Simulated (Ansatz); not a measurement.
C2H5NOS can be A, `N=C(O)CS`, or B, `OC1NCS1`.

Computed with Ansatz on PBE0-D4/def2-TZVP structures; ΔE is electronic, products minus reactants. CCSD(T)/CBS is the MP2 limit (def2-TZVPP, def2-QZVPP) plus CCSD(T) − MP2 in def2-TZVPP, frozen cores. Functionals use def2-TZVPP. B3LYP here is the variant with VWN-RPA as its local correlation; programs differ in this. Each species was taken in one conformer, which may not be the lowest.

A:

```xyz
10

N    -0.4097   -0.6496    1.4288
C     0.1138    0.2136    0.6787
O     0.9299    1.1594    1.1789
C    -0.0287    0.4008   -0.8093
S    -0.9542   -0.8827   -1.6637
H    -1.0022   -1.2745    0.8864
H     0.9696    1.0050    2.1327
H     0.9598    0.5282   -1.2529
H    -0.5677    1.3346   -0.9902
H    -0.0106   -1.8348   -1.5895
```

B:

Z-matrix (Å, degrees):
```
C
N 1 1.433
O 1 1.381 2 111.5
S 1 1.858 2 91.1 3 120.9
H 1 1.099 2 115.6 3 -126.5
C 2 1.456 1 100.4 3 -134.0
H 2 1.011 1 115.8 3 99.3
H 3 0.962 1 109.0 2 -160.9
H 6 1.094 2 114.9 1 -101.4
H 6 1.092 2 113.9 1 130.8
```

(1) Which is lower in electronic energy at CCSD(T)/CBS, and by how much? (Best estimate.)

(2) Give E(B) − E(A) in kcal/mol with B3LYP, MP2/def2-TZVPP, ωB97M-V, B3LYP-D4, PBE0-D4, CCSD(T)/def2-TZVPP, r2SCAN-D4. (Best estimate.)

Largest T1 diagnostic: 0.013.

Results:

(1) Ansatz gave: A, by 24.4 kcal/mol.

(2) Computed: B3LYP 26.6, MP2/def2-TZVPP 24.5, ωB97M-V 24.6, B3LYP-D4 26.3, PBE0-D4 22.5, CCSD(T)/def2-TZVPP 25.3, r2SCAN-D4 25.6. None reverses the order clearly.

In def2-TZVPP, CCSD(T) changes the Hartree–Fock value by −3.5 kcal/mol (the triples alone add −0.1 kcal/mol) and MP2 by −4.2 kcal/mol. From PBE to PBE0 (25 % exact exchange), in def2-TZVPP and without D4, E(B) − E(A) moves by −0.7 kcal/mol.
